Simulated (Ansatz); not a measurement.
**What a trial cell of Pb2Cl3 relaxes into**

These are results of DFT PBE, scalar-relativistic, plane waves, PAW (Ansatz), not measurements. Cutoff 420 eV, Γ-centred k mesh, Gaussian smearing, no spin polarisation in the final step.

This is the end of a relaxation of cell and atoms.

```yaml
crystal:
  lattice:
    - [4.26742, 2.46380, 4.54731]
    - [-4.26742, 2.46380, 4.54731]
    - [0.00000, -4.92760, 4.54731]
  atoms:
    - { symbol: Pb, position: [0.87405, 0.87405, 0.87405] }
    - { symbol: Pb, position: [0.62595, 0.62595, 0.62595] }
    - { symbol: Pb, position: [0.12595, 0.12595, 0.12595] }
    - { symbol: Pb, position: [0.37405, 0.37405, 0.37405] }
    - { symbol: Cl, position: [0.07188, 0.42812, 0.75000] }
    - { symbol: Cl, position: [0.75000, 0.07188, 0.42812] }
    - { symbol: Cl, position: [0.42812, 0.75000, 0.07188] }
    - { symbol: Cl, position: [0.92812, 0.57188, 0.25000] }
    - { symbol: Cl, position: [0.25000, 0.92812, 0.57188] }
    - { symbol: Cl, position: [0.57188, 0.25000, 0.92812] }
```

The zero of energy is the elements' standard structures at the same level (Cl₂ as a molecule); no fitted shifts are applied.

What space group does it have?

R-3c (No. 167). Conventional cell: a = 8.535 Å, c = 13.642 Å. Pb is coordinated by 3 Cl at 2.95 Å, 3 Cl at 3.23 Å and 2 Pb at 3.38–3.44 Å; Cl is coordinated by 2 Pb at 2.95 Å and 2 Pb at 3.23 Å (next Cl at 3.57 Å).

How far does it lie from the elements in energy?

-0.94 eV/atom.

Is it a metal?

Yes, bands cross the Fermi level on the 6×6×6 mesh.

The final run used a 6×6×6 mesh on its 10-atom cell and 0.10 eV smearing. The k mesh leaves about 4 meV/atom of noise in metals. Spin–orbit coupling is left out. The cell came from a trial start, so Pb2Cl3 may not exist in this structure.

Cost: 4 runs of about 8.6 core-minutes in all, on Arm Neoverse V1 (shared hosts).